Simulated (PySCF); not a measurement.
Species: C₄H₇ClO.
Bonds: C1–C2, C2–C3, C2–C4, C4–O5 (double), C4–Cl6. Hydrogens: H7, H8, H9 on C1; H10 on C2; H11, H12, H13 on C3.

Method: PBE0-D3(BJ)/def2-SVP geometry optimisation, gas phase in PySCF 2.14.0; density fitting, grid level 1; the optimiser is geomeTRIC in internal coordinates, started from a GFN2-xTB structure with every atom displaced at random (about 0.01 Å).

The end geometry, which sets the zero of energy:
```
atom  x, y, z in Å
C1      0.9109   -0.9185   -0.4972
C2      0.0145   -0.0373    0.3755
C3     -1.4507   -0.1150   -0.0263
C4      0.4910    1.3962    0.3339
O5     -0.0664    2.3264   -0.1366
Cl6     2.1017    1.6051    1.1090
H7      0.5793   -1.9646   -0.4292
H8      1.9604   -0.8651   -0.1780
H9      0.8510   -0.6109   -1.5527
H10     0.1383   -0.3582    1.4244
H11    -2.0819    0.5042    0.6265
H12    -1.8031   -1.1547    0.0362
H13    -1.5920    0.2376   -1.0585
```

Question: These geometries come from the run, each turned onto the end geometry. Order them by energy, lowest first.
A.
```
atom  x, y, z in Å
C1      0.9162   -0.9316   -0.5073
C2      0.0278   -0.0350    0.3539
C3     -1.4394   -0.1104   -0.0456
C4      0.4694    1.4043    0.3512
O5     -0.1317    2.3581   -0.0028
Cl6     2.1162    1.6142    1.0869
H7      0.5660   -1.9737   -0.4033
H8      1.9685   -0.8777   -0.1923
H9      0.8524   -0.6512   -1.5712
H10     0.1548   -0.3559    1.4039
H11    -2.0585    0.5642    0.5647
H12    -1.8161   -1.1376    0.0898
H13    -1.5728    0.1773   -1.1008
```
B.
```
atom  x, y, z in Å
C1      0.9231   -0.9283   -0.5050
C2      0.0097   -0.0454    0.3995
C3     -1.4713   -0.1211   -0.0246
C4      0.5275    1.3816    0.3161
O5     -0.0122    2.2959   -0.2300
Cl6     2.0470    1.6026    1.1508
H7      0.5863   -1.9407   -0.4538
H8      1.9562   -0.8402   -0.1992
H9      0.8237   -0.5635   -1.5169
H10     0.1301   -0.3880    1.4440
H11    -2.0748    0.4966    0.6391
H12    -1.7938   -1.1456    0.0527
H13    -1.5986    0.2415   -1.0458
```
C.
```
atom  x, y, z in Å
C1      0.9147   -0.9166   -0.4940
C2      0.0115   -0.0350    0.3695
C3     -1.4514   -0.1174   -0.0405
C4      0.4799    1.4022    0.3556
O5     -0.1007    2.3561   -0.0296
Cl6     2.1410    1.5798    1.0391
H7      0.5893   -1.9635   -0.4206
H8      1.9625   -0.8566   -0.1723
H9      0.8560   -0.6175   -1.5516
H10     0.1259   -0.3607    1.4191
H11    -2.0805    0.5448    0.5697
H12    -1.8160   -1.1478    0.0750
H13    -1.5793    0.1773   -1.0923
```

Answer: C (0.002 eV), A (0.012 eV), B (0.107 eV).

In the order of the answer:

```csv
step,E above end (eV),largest force (eV/Å),rms force component (eV/Å),rms distance from end (Å),rms bond change (Å),bond most changed (Å)
3,0.002,0.15,0.031,0.051,0.002,C4–Cl6 +0.005
1,0.012,0.47,0.100,0.060,0.005,C4–Cl6 +0.016
0,0.107,1.77,0.544,0.048,0.023,C4–Cl6 -0.052
```

What follows is the cost of the whole optimisation. Hardware: one thread of an Arm Neoverse V1, shared host with 32 logical CPUs at a one-minute load of 34. Cost: 60 s wall, 0.52 GiB resident at most.
